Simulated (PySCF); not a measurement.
# AlC⁻ from Hartree–Fock to correlated methods

State: ³Π (triplet), unpaired electrons σ ↑, π ↑. Set-up: Al def2-SVPD, C def2-SVPD; no relativity (PySCF 2.14). De refers to Al + C⁻ in their high-spin ground configurations, without counterpoise correction. The functionals are run spin-unrestricted. A positive dipole points towards C; it is taken about the centre of mass and depends on that origin. Levels whose curve was spin-contaminated or gave no clean fit are not listed.

| Level | Re (Å) | ωe (cm⁻¹) | De (eV) | μ (D) | CPU s a point (SCF and correlation, without the integrals) |
| --- | --- | --- | --- | --- | --- |
| ROHF | 1.838 | 846 | n/a | -1.00 | 0.13 |
| ROHF-MP2 | 1.881 | 762 | n/a | n/a | 0.23 |
| ROHF-SCS-MP2 | 1.880 | 762 | n/a | n/a | n/a |
| ROHF-CCSD | 1.882 | 754 | n/a | n/a | n/a |
| ROHF-CCSD(T) | 1.894 | 731 | n/a | n/a | 3.2 |
| PBE | 1.882 | 746 | n/a | -1.60 | 0.91 |
| revPBE | 1.891 | 734 | n/a | -1.52 | 0.63 |
| M06-L | 1.868 | 767 | n/a | -1.27 | 1.2 |
| TPSSh | 1.875 | 748 | n/a | -1.32 | 1.4 |
| PBE0 | 1.870 | 751 | n/a | -1.39 | 1.3 |

What does a quarter of exact exchange do here, going from PBE to PBE0?

PBE0 less PBE: -1.2 pm in Re, +0.7 % in ωe. Exact exchange removes part of the self-interaction that spreads semilocal densities, and in most molecules shortens and stiffens the bond and lowers De; so it does here.

What does second-order correlation do here, going from ROHF to ROHF-MP2?

ROHF-MP2 less ROHF: +4.3 pm in Re, -9.9 % in ωe. Correlation nearly always deepens the well. The bond lengthens, as in strong covalent bonds, where excitations into antibonding orbitals dominate.

What does all correlation do here, going from ROHF to ROHF-CCSD(T)?

ROHF-CCSD(T) less ROHF: +5.6 pm in Re, -13.6 % in ωe. Correlation nearly always deepens the well. The bond lengthens, as in strong covalent bonds, where excitations into antibonding orbitals dominate.

Correlated steps freeze 6 core orbitals. The highest Kohn–Sham level is positive in this anion. Much of that is self-interaction error, but it also means that the finite basis helps to hold the extra electron. The CCSD T1 diagnostic is raised, a sign that a single reference may not be enough here. UHF is strongly spin-contaminated for AlC⁻, so the ROHF reference used there is far from stable. The state was picked by a PBE0 search and need not be the measured ground state.

The whole job (state search and all levels along the bond) took about 3.2 min on 1 thread of Arm Neoverse N1 (shared host), peak memory 0.49 GiB.
